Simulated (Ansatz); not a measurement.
# Molecular dynamics of H2MgN

Input file:

```yaml
crystal:
  periodic: [false, false, false]
  atoms:
    - { symbol: "N", position_ang: [-0.140949, -0.002444, -0.096906] }
    - { symbol: Mg, position_ang: [1.484482, -0.117551, 0.883322] }
    - { symbol: H, position_ang: [-0.993178, -0.516992, 0.111787] }
    - { symbol: H, position_ang: [-0.294755, 0.576687, -0.918603] }
magnetization:
  spin_polarized: true
  initial_magnetization: 1
basis:
  gaussian: { orbitals: "6-31G" }
hamiltonian:
  xc: b3lyp
  dispersion: d4
md:
  timestep: 0.25
  n_steps: 300
  ensemble: nve
  temperature: 3000.0
  initial_velocities: maxwell_boltzmann
  seed: 588673
  masses: [{ species: H, mass: 10.0 }]
```

Launched with:

```bash
$ ansatz run input.yaml --threads 1 --pin off --max-ram 2048MiB --backend cpu --events-out ev --progress --plain --runs-dir out
```

It starts from a relaxed structure.

Output, in part (step lines, the closing report, with atoms numbered from 0):

```
md step     0: t =     0.00 fs  T =  3000.0 K  F+E_penalty+E_count = -6966.35624265 eV  E_kin = 0.775560 eV  conserved = -6965.58068266 eV  (25 SCF iters)
[... lines left out ...]
Total energy: -6966.17329554 eV, -256.0021467692 hartree
Atom 0 at    -0.219490     0.104410     0.043653 Å, force     0.721302     0.673525    -2.021369 eV/Å
Atom 1 at     1.501897    -0.132284     0.861065 Å, force    -0.084356     0.051659     0.134194 eV/Å
Atom 2 at    -0.984698    -0.532412    -0.004275 Å, force    -0.968001    -0.880468     0.735046 eV/Å
Atom 3 at    -0.235550     0.478247    -0.945327 Å, force     0.331055     0.155284     1.152129 eV/Å
Dipole moment:     0.141788    -0.145072    -0.083340 e Å
```

The steps, from the saved trajectory:

```tsv
time (fs)	T (K)	potential energy less start (eV)	conserved less start (meV/atom)
0.0	3000	0.000	0.00
2.5	2865	0.035	0.00
5.0	2526	0.123	0.01
7.5	2156	0.218	0.01
10.0	1876	0.291	0.01
12.5	1676	0.342	0.01
15.0	1485	0.392	0.01
17.5	1322	0.434	0.02
20.0	1226	0.459	0.01
22.5	1096	0.492	0.01
25.0	848	0.556	0.01
27.5	558	0.631	0.02
30.0	355	0.684	0.02
32.5	276	0.704	0.02
35.0	274	0.705	0.01
37.5	289	0.701	0.01
40.0	339	0.688	0.02
42.5	516	0.642	0.02
45.0	845	0.557	0.01
47.5	1206	0.464	0.01
50.0	1504	0.387	0.01
52.5	1757	0.321	0.01
55.0	1992	0.261	0.01
57.5	2203	0.206	0.01
60.0	2385	0.159	0.01
62.5	2539	0.119	0.01
65.0	2666	0.086	0.01
67.5	2775	0.058	0.01
70.0	2784	0.056	0.00
72.5	2594	0.105	0.01
75.0	2292	0.183	0.01
```

The run went to its last step. The conserved energy stayed within 0.02 meV per atom of its start (net change 0.013 meV per atom), so the integration is sound. A run of 0.075 ps of so small a system gives no equilibrium averages. Limits of this set-up: no polarisation functions.

The same pairs are bonded in the first frame and the last. Pairs count as bonded within 1.25 times the sum of covalent radii (0.12 Å more for H–H).

Last frame:

```xyz
4
Properties=species:S:1:pos:R:3
N -0.220 0.104 0.044
Mg 1.502 -0.132 0.861
H -0.985 -0.532 -0.004
H -0.236 0.478 -0.945
```

Run time: 2.8 min on 1 thread of Intel(R) Xeon(R) 6975P-C (Granite Rapids), on a shared host, peak memory 0.11 GiB.
